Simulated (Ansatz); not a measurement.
Barrier HO + H2 via H3O, on the benchmark's geometries as Psi4's copy gives them; open shells unrestricted, no zero-point energy, no spin–orbit coupling.
Transition structure (charge 0, multiplicity 2):
```json
[
 {"atom": "O", "x (Å)": "-0.3011", "y (Å)": "-0.1080", "z (Å)": "0.0000"},
 {"atom": "H", "x (Å)": "-0.4279", "y (Å)": "0.8516", "z (Å)": "0.0000"},
 {"atom": "H", "x (Å)": "1.0155", "y (Å)": "-0.1004", "z (Å)": "0.0001"},
 {"atom": "H", "x (Å)": "1.8210", "y (Å)": "0.1132", "z (Å)": "-0.0001"}
]
```

Frozen-core correlation.

Run with Ansatz (a program for electronic structure) with Gaussian orbitals. Each number belongs to the level named beside it.

The barrier height is − E(HO) − E(H2) + E(TS). Total energies (hartree):

```json
[
 {"level": "HF/aug-cc-pVTZ", "HO": "-75.4216713", "H2": "-1.1330169", "TS": "-76.5210819"},
 {"level": "MP2/aug-cc-pVTZ", "HO": "-75.6263365", "H2": "-1.1650093", "TS": "-76.7795703"},
 {"level": "HF/aug-cc-pVQZ", "HO": "-75.4266672", "H2": "-1.1334621", "TS": "-76.5263838"},
 {"level": "MP2/aug-cc-pVQZ", "HO": "-75.6466316", "H2": "-1.1667184", "TS": "-76.8018247"},
 {"level": "CCSD(T)/aug-cc-pVTZ", "HO": "-75.6455688", "H2": "-1.1726348", "TS": "-76.8093771"}
]
```

Work out the barrier height at the basis-set limit: extrapolate the MP2 correlation part as X⁻³, take Hartree–Fock from the larger set, and add the CCSD(T) − MP2 difference of aug-cc-pVTZ.


1. Differences (1 hartree = 627.509 kcal/mol): HF/aug-cc-pVTZ 21.088; MP2/aug-cc-pVTZ 7.389; HF/aug-cc-pVQZ 21.176; MP2/aug-cc-pVQZ 7.232; CCSD(T)/aug-cc-pVTZ 5.539.
2. Correlation parts, MP2 less HF: -13.699 in aug-cc-pVTZ (X = 3), -13.943 in aug-cc-pVQZ (X = 4).
3. Limit (4³·(-13.943) − 3³·(-13.699))/(4³ − 3³) = -14.122; with HF/aug-cc-pVQZ it gives 7.054.
4. CCSD(T) less MP2 in aug-cc-pVTZ: -1.851.
Result: 5.20 kcal/mol, against 7.39 at MP2/aug-cc-pVTZ. It is an estimate of this method's limit, not of the exact value.
